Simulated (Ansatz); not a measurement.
# C3H6ClN: small, medium and large basis sets

How large a basis does C3H6ClN need? Two functionals are run in growing sets.

Program: Ansatz 0.2.0, Gaussian basis. Level of theory: one geometry, several basis sets. These are calculated values, not measurements.

The runs, in order: PBE0-D4/def2-SVP; ωB97M-V/def2-SVP; PBE0-D4/def2-QZVPP; ωB97M-V/def2-QZVPP; the functionals' def2-TZVPP values are taken from earlier runs.

## (1) Structure used throughout

An earlier PBE0-D4 in a triple-zeta def2 set relaxation fixed the geometry.

11 atoms, charge 0, spin multiplicity 1.

Atoms are counted from 1 here; the program's logs count them from 0.

Bond lengths: C1–N2 1.433 Å, C1–H6 1.093 Å, C1–H7 1.093 Å, C1–H8 1.094 Å, N2–C3 1.242 Å, C3–C4 1.486 Å, C3–Cl5 1.791 Å, C4–H9 1.092 Å, C4–H10 1.092 Å, C4–H11 1.089 Å. Angles: N2–C1–H6 108.6°, N2–C1–H7 108.6°, N2–C1–H8 113.8°, H6–C1–H7 106.9°, H6–C1–H8 109.3°, H7–C1–H8 109.3°, C1–N2–C3 124.6°, N2–C3–C4 124.6°, N2–C3–Cl5 123.8°, C4–C3–Cl5 111.6°, C3–C4–H9 110.1°, C3–C4–H10 110.1°, C3–C4–H11 109.2°, H9–C4–H10 107.4°, H9–C4–H11 110.0°, H10–C4–H11 110.0°.

## (2) PBE0-D4 in def2-SVP

File in.yaml:

```yaml
crystal:
  periodic: [false, false, false]
  atoms:
    - {symbol: C, position_ang: [-1.463516, 1.198820, -0.178120]}
    - {symbol: N, position_ang: [-0.733153, -0.031749, -0.247253]}
    - {symbol: C, position_ang: [0.449006, -0.171893, 0.106635]}
    - {symbol: C, position_ang: [1.206399, -1.448667, 0.032358]}
    - {symbol: Cl, position_ang: [1.453057, 1.153924, 0.772291]}
    - {symbol: H, position_ang: [-1.818897, 1.450947, -1.180374]}
    - {symbol: H, position_ang: [-2.349324, 1.044740, 0.443172]}
    - {symbol: H, position_ang: [-0.882076, 2.034848, 0.221126]}
    - {symbol: H, position_ang: [1.554062, -1.737737, 1.026333]}
    - {symbol: H, position_ang: [2.088974, -1.325928, -0.598892]}
    - {symbol: H, position_ang: [0.560967, -2.224306, -0.376675]}
basis:
  gaussian: {orbitals: def2-SVP}
hamiltonian: {xc: pbe0, dispersion: d4}
output: {orbitals: {seedname: orbitals}}
```

Run with:

```bash
$ ansatz run in.yaml --threads 4 --pin off --events-out ev --progress --plain --max-ram 10444MiB
```

The runs that follow: ωB97M-V in def2-SVP; PBE0-D4 in def2-QZVPP; ωB97M-V in def2-QZVPP.

**Question.** What will the summary of the whole plan be? Wanted: PBE0-D4: double and triple zeta above quadruple; ωB97M-V: double and triple zeta above quadruple.

The runs gave:

```
                                       quantity           value
PBE0-D4: double and triple zeta above quadruple  10.14, 0.63 eV
ωB97M-V: double and triple zeta above quadruple  10.33, 0.61 eV
```

PBE0-D4 gains 9.51 eV from double to triple zeta, then 0.63 eV more. These are total energies; as a rule much of such shifts cancels in differences, which this series doesn't test.
